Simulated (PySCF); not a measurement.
# CH3F (fluoromethane): CCSD(T)/STO-6G

Aim: the energy change on altering one bond length of CH3F (fluoromethane) at CCSD(T)/STO-6G, from 2 runs. Input form: a Python script.

The results are computed with PySCF 2.14.0.

8 further runs of the same task are left out: 1 that didn't finish, 7 set aside as unsound or not needed.

### 1 Starting point

CH3F has 5 atoms, charge 0, and is taken as a singlet. SMILES: `CF`. The shape is that of a PBE0-D4/def2-TZVP optimisation.

Bond lengths: C1–F2 1.376 Å, C1–H3 1.092 Å, C1–H4 1.092 Å, C1–H5 1.092 Å. Angles: F2–C1–H3 109.1°, F2–C1–H4 109.1°, F2–C1–H5 109.1°, H3–C1–H4 109.9°, H3–C1–H5 109.9°, H4–C1–H5 109.9°.

### 2 A single-point energy at CCSD(T)/STO-6G

File job.py:

```python
from pyscf import gto, cc

system = gto.Mole()
system.atom = '''
C       -0.050700       0.032900       0.007800
F        1.094100      -0.710500      -0.168600
H       -0.918700      -0.626900      -0.058000
H       -0.104800       0.796000      -0.772000
H       -0.019800       0.508500       0.990700
'''
system.spin = 0
system.verbose = 3
system.max_memory = 1860
system.basis = 'sto-6g'
system.build()

calc0 = system.RHF()
calc0.conv_tol = 1e-10
calc0.kernel()
if not calc0.converged:
    calc0 = calc0.newton().run(calc0.mo_coeff, calc0.mo_occ)

mycc = cc.CCSD(calc0, frozen=2)
mycc.kernel()
e_t = mycc.ccsd_t()
e_final = mycc.e_tot + e_t
print('E(%s) = %.9f' % ('CCSD(T)', e_final))
```

The run is started by

```console
$ OMP_NUM_THREADS=1 python job.py
```

Output:

```text
converged SCF energy = -138.473140120428
E(CCSD) = -138.5675210100211  E_corr = -0.09438088959338928
CCSD(T) correction = -0.000816722465765049
E(CCSD(T)) = -138.568337732
```

Run time: 0.84 s. Hardware: 1 thread of Arm Neoverse V1, shared host; peak memory 0.12 GiB.

### 3 The distorted shape

File calc.py:

```python
from pyscf import gto, cc

mol = gto.M(
    atom=[
    ('C', (-1.424493, 0.925001, 0.219485)),
    ('F', (1.094100, -0.710500, -0.168600)),
    ('H', (-2.292493, 0.265201, 0.153685)),
    ('H', (-1.478593, 1.688101, -0.560315)),
    ('H', (-1.393593, 1.400601, 1.202385)),
],
    verbose=3,
    charge=0,
    basis='sto-6g',
    max_memory=1860,
)

myscf = mol.RHF()
myscf.conv_tol = 1e-10
myscf.kernel()
if not myscf.converged:
    myscf = myscf.newton().run(myscf.mo_coeff, myscf.mo_occ)

mycc = cc.CCSD(myscf, frozen=2)
mycc.kernel()
e_t = mycc.ccsd_t()
energy = mycc.e_tot + e_t
print('E(%s) = %.9f' % ('CCSD(T)', energy))
```

The run is started by

```console
$ OMP_NUM_THREADS=1 python calc.py
```

Output:

```text
SCF not converged.
SCF energy = -138.016957276726
converged SCF energy = -138.017096341399
E(CCSD) = -138.4241970487757  E_corr = -0.4071007073769069
CCSD(T) correction = -0.00768936734913031
E(CCSD(T)) = -138.431886416
```

Run time: 1.1 s. Hardware: 1 thread of Arm Neoverse V1, shared host; peak memory 0.12 GiB.

### 4 Outcome

At CCSD(T)/STO-6G, 2 core orbitals frozen:

| quantity | value |
| --- | --- |
| first shape: total energy | -138.56834 Eh |
| first shape: dipole moment (Hartree–Fock density) | 1.23 D |
| first shape: HOMO energy (Hartree–Fock orbitals) | -11.52 eV |
| first shape: LUMO energy (Hartree–Fock orbitals) | 15.89 eV |
| first shape: HOMO–LUMO gap (Hartree–Fock orbitals) | 27.41 eV |
| first shape: correlation energy (2 core orbitals frozen) | -95.2 mEh |
| first shape: (T) correction | -0.82 mEh |
| first shape: T1 diagnostic | 0.006 |
| distorted shape: total energy | -138.43189 Eh |
| distorted shape: dipole moment (Hartree–Fock density) | 2.50 D |
| distorted shape: HOMO energy (Hartree–Fock orbitals) | -4.33 eV |
| distorted shape: LUMO energy (Hartree–Fock orbitals) | 0.25 eV |
| distorted shape: HOMO–LUMO gap (Hartree–Fock orbitals) | 4.58 eV |
| distorted shape: correlation energy (2 core orbitals frozen) | -414.8 mEh |
| distorted shape: (T) correction | -7.69 mEh |
| distorted shape: T1 diagnostic | 0.043 |
| energy change with the C1–F2 bond stretched from 1.376 to 3.028 Å | 3.713 eV |

What this shows: One bond (distorted shape) is far stretched, which a spin-restricted single reference describes badly; perturbation theory on it can break down and give far too much correlation. With the C1–F2 bond stretched from 1.376 to 3.028 Å the energy rises by 3.71 eV (86 kcal/mol). The first shape isn't relaxed at this level, so the change isn't measured from a minimum. A restricted reference can't describe the breaking bond well at this length. The minimal basis adds a large error of its own. The triples (first shape) make up 0.9 % of the correlation energy. The T1 diagnostic (distorted shape) of 0.043 is above the customary mark for such species, so a single reference may not serve. Mulliken charges (distorted shape) of the mean-field density run from -0.14 on F2 to +0.08 on H3; they depend strongly on the basis. The triples (distorted shape) make up 1.9 % of the correlation energy.
